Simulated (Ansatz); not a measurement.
# CH₄BF (SMILES BCF): one structure at several levels

One table from this session's results is given with a row withheld; the runs are named, their logs left out.

Method: single points in def2-TZVPP; program: Ansatz 0.2.0, Gaussian basis.

Cores are frozen in the correlated methods. B3LYP uses VWN-RPA correlation.

## Where the work starts

SMILES `BCF`, 7 atoms, charge 0, spin multiplicity 1.

Atoms are counted from 1 here; the program's logs count them from 0.

Bond lengths: B1–C2 1.581 Å, B1–H4 1.154 Å, B1–H5 1.187 Å, C2–F3 1.393 Å, C2–H6 1.111 Å, C2–H7 1.111 Å. Angles: C2–B1–H4 120.8°, C2–B1–H5 115.6°, H4–B1–H5 123.0°, B1–C2–F3 115.8°, B1–C2–H6 109.7°, B1–C2–H7 114.8°, F3–C2–H6 103.1°, F3–C2–H7 106.7°, H6–C2–H7 105.7°.

Coordinates:

```mol
CH4BF
  3D, bonds by distance, orders not assigned

  7  6  0  0  0  0  0  0  0  0999 V2000
   -0.7919    0.1436   -0.5027 B   0  0
    0.5418   -0.0491    0.3234 C   0  0
    0.7146   -1.3001    0.9112 F   0  0
   -1.5041   -0.7449   -0.6912 H   0  0
   -0.9196    1.1977   -1.0329 H   0  0
    0.5463    0.6403    1.1946 H   0  0
    1.4746    0.1713   -0.2392 H   0  0
  1  2  8  0
  1  4  8  0
  1  5  8  0
  2  3  8  0
  2  6  8  0
  2  7  8  0
M  END
```

Set-up of the first run:

File run/in.yaml:

```yaml
crystal:
  periodic: [false, false, false]
  atoms:
    - {symbol: B, position_ang: [-0.791900, 0.143600, -0.502700]}
    - {symbol: C, position_ang: [0.541800, -0.049100, 0.323400]}
    - {symbol: F, position_ang: [0.714600, -1.300100, 0.911200]}
    - {symbol: H, position_ang: [-1.504100, -0.744900, -0.691200]}
    - {symbol: H, position_ang: [-0.919600, 1.197700, -1.032900]}
    - {symbol: H, position_ang: [0.546300, 0.640300, 1.194600]}
    - {symbol: H, position_ang: [1.474600, 0.171300, -0.239200]}
basis:
  gaussian: {orbitals: def2-TZVPP}
correlation: {method: ccsd_t}
output: {forces: true}
```

No record of the launch command was kept for these runs.

Steps of the session up to this table: CCSD(T)/def2-TZVPP; PBE0-D4/def2-TZVPP; wB97M-V/def2-TZVPP; r2SCAN-D4/def2-TZVPP; PBE-D4/def2-TZVPP; B3LYP-D4/def2-TZVPP; CAM-B3LYP-D4/def2-TZVPP.

One of the session's tables, all rows but one given; the rest of the session is left out.

```
      method  RMS force component (eV/Å)  angle to CCSD(T) forces (°)  dipole (D)
     CCSD(T)                       0.500                    reference        1.72
     PBE0-D4                       0.526                         15.3        1.69
     wB97M-V                       0.499                          9.9        1.70
   r2SCAN-D4                       0.528                         16.4        1.64
      PBE-D4                       0.561                         25.9        1.57
    B3LYP-D4                           ?                            ?           ?
CAM-B3LYP-D4                       0.515                         11.5        1.77
```

Q: Estimate the row for B3LYP-D4 from the others.

The run gave: RMS force component (eV/Å): 0.509; angle to CCSD(T) forces (°): 12.6; dipole (D): 1.71. In the column «RMS force component (eV/Å)» it lies between CCSD(T) (0.500) and CAM-B3LYP-D4 (0.515).
